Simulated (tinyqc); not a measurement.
Ways to converge the cycle: SCF convergence aids in the sto-3g basis, for H2O, spin multiplicity 1. Computed by the program tinyqc with PySCF. RHF with one setting changed at a time; a run stops when the energy changes by less than 1e-09 hartree and the error matrix is below 1e-5. The start is random orbitals. Damping d keeps d of the old density; a shift (hartree) raises the virtual levels; DIIS n extrapolates F over n matrices.

Geometry (angstrom):

| atom | x | y | z |
|---|---|---|---|
| O | 0.0000 | 0.0000 | 0.0000 |
| H | 0.0000 | 0.7970 | 0.6670 |
| H | 0.0000 | -0.7970 | 0.6670 |

lowest restricted solution found by these runs and by PySCF = -74.960833 hartree

Largest element of the error matrix X^T (FDS - SDF) X:

| iteration | plain | damping 0.3 | damping 0.6 | shift 0.4 | DIIS 3 | DIIS 8 |
|---|---|---|---|---|---|---|
| 1 | 1.2e+01 | 1.2e+01 | 1.2e+01 | 1.2e+01 | 1.2e+01 | 1.2e+01 |
| 2 | 4.9e-01 | 3.6e+00 | 7.2e+00 | 5.3e-01 | 4.9e-01 | 4.9e-01 |
| 3 | 8.7e-02 | 1.1e+00 | 4.3e+00 | 1.7e-01 | 9.1e-02 | 9.1e-02 |
| 4 | 4.0e-02 | 3.2e-01 | 2.6e+00 | 1.1e-01 | 4.2e-02 | 4.2e-02 |
| 5 | 2.1e-02 | 9.8e-02 | 1.5e+00 | 7.3e-02 | 1.1e-02 | 8.5e-03 |
| 6 | 1.1e-02 | 3.8e-02 | 9.2e-01 | 4.8e-02 | 2.0e-03 | 1.8e-03 |
| 8 | 3.0e-03 | 1.7e-02 | 3.3e-01 | 2.1e-02 | 9.8e-05 | 5.4e-05 |
| 10 | 8.3e-04 | 7.3e-03 | 1.2e-01 | 9.0e-03 | 1.1e-05 | 1.3e-06 |
| 14 | 6.3e-05 | 1.5e-03 | 1.8e-02 | 1.7e-03 | - | - |
| 20 | - | 1.3e-04 | 5.0e-03 | 1.4e-04 | - | - |
| 30 | - | - | 6.1e-04 | - | - | - |
| 45 | - | - | 2.6e-05 | - | - | - |

How each run ends:

| run | iterations | E (hartree) | state |
|---|---|---|---|
| plain | 17 | -74.96083 | lowest found |
| damping 0.3 | 27 | -74.96083 | lowest found |
| damping 0.6 | 50 | -74.96083 | lowest found |
| shift 0.4 | 27 | -74.96083 | lowest found |
| DIIS 3 | 11 | -74.96083 | lowest found |
| DIIS 8 | 10 | -74.96083 | lowest found |

What does the comparison show, and why?

6 of 6 runs reach the lowest restricted solution found, in 10 to 50 iterations (fastest: DIIS 8). Plain steps already contract here, so damping only slows them. DIIS 3 and DIIS 8 gain by cancelling the error over several earlier matrices, much as a quasi-Newton step does.
